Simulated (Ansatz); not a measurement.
**MgNH2 radical: a rigid scan of the bond length N1–Mg2**

One table from this session's results is given with a row withheld; the runs are named, their logs left out.

Method: single points in def2-TZVPP; program: Ansatz 0.2.0, Gaussian basis.

Levels: PBE-D4, r2SCAN-D4, PBE0-D4, B3LYP-D4, wB97M-V, Hartree-Fock, MP2, CCSD, CCSD(T). The scan takes 1.556, 1.636, 1.753, 1.890, 2.042, 2.205, 2.379 Å.

Correlated methods freeze the cores. The outer core shell of Li, Na, Mg and K is correlated. Orbitals are unrestricted. B3LYP uses VWN-RPA correlation.

21 further runs of the same task are left out: 21 set aside as unsound or not needed.

## Starting geometry

The minimum, relaxed at PBE0-D4: SMILES `[NH2][Mg]`, 4 atoms, charge 0, spin multiplicity 2.

Atoms are counted from 1 here; the program's logs count them from 0.

Bond lengths: N1–Mg2 1.898 Å, N1–H3 1.010 Å, N1–H4 1.010 Å. Angles: Mg2–N1–H3 126.3°, Mg2–N1–H4 126.3°, H3–N1–H4 107.4°.

Coordinates:

```xyz
4
charge 0, multiplicity 2
N    -0.1358   -0.0051   -0.0960
Mg    1.4846   -0.1144    0.8859
H    -0.9885   -0.5105    0.0991
H    -0.3046    0.5697   -0.9094
```

Energies of the minimum (eV), from earlier single points: PBE-D4 -6962.09854, r2SCAN-D4 -6965.73515, PBE0-D4 -6962.66442, B3LYP-D4 -6968.03693, wB97M-V -6966.17773, CCSD(T) -6957.28148.

At the minimum the bond length N1–Mg2 is 1.898 Å.

Set-up of the first run:

ccsdt-tzvpp/in.yaml

```yaml
crystal:
  periodic: [false, false, false]
  atoms:
    - {symbol: N, position_ang: [-0.135835, -0.005136, -0.095997]}
    - {symbol: Mg, position_ang: [1.192719, -0.094695, 0.709025]}
    - {symbol: H, position_ang: [-0.988538, -0.510485, 0.099130]}
    - {symbol: H, position_ang: [-0.304614, 0.569690, -0.909411]}
basis:
  gaussian: {orbitals: def2-TZVPP}
magnetization: {spin_polarized: true, initial_magnetization: 1}
correlation: {method: ccsd_t}
scf: {omitted_lower_state_checks: [cluster_reference]}
```

The command line of these runs was not kept.

Steps of the session up to this table: N1–Mg2 = 1.556 Å; N1–Mg2 = 1.636 Å; N1–Mg2 = 1.753 Å; N1–Mg2 = 1.890 Å; N1–Mg2 = 2.042 Å; N1–Mg2 = 2.205 Å; N1–Mg2 = 2.379 Å.

One of the session's tables, all rows but one given; the rest of the session is left out.

It belongs to the step «The curves». Energies less that of the minimum at the same level (meV):

| bond length (Å) | PBE-D4 | PBE0-D4 | B3LYP-D4 | wB97M-V | Hartree-Fock |
| --- | --- | --- | --- | --- | --- |
| 1.556 | 1700 | 1639 | 1673 | 1673 | 1712 |
| 1.636 | 886 | 836 | 861 | 862 | 871 |
| 1.753 | ? | ? | ? | ? | ? |
| 1.890 | 2 | 0 | 1 | 1 | 0 |
| 1.898 (minimum) | 0 | 0 | 0 | 0 | 0 |
| 2.042 | 104 | 136 | 123 | 123 | 149 |
| 2.205 | 425 | 495 | 466 | 469 | 537 |
| 2.379 | 865 | 975 | 928 | 941 | 1060 |

Q: Estimate the row for bond length (Å) = 1.753 from the others.

Worked estimate for «PBE-D4». A straight line through the neighbours (1.636, 886) and (1.890, 2) gives 886 + (2 − 886) × (1.753 − 1.636) / (1.890 − 1.636) = 479; a parabola fitted to 4 rows on both sides gives 293.

The run gave: PBE-D4: 240; PBE0-D4: 211; B3LYP-D4: 224; wB97M-V: 225; Hartree-Fock: 217. In «PBE-D4» the line misses by +239 and the parabola by +53.

Caveats from the session: A polynomial through the near points puts the CCSD(T) minimum 0.001 Å below the PBE0-D4 value.
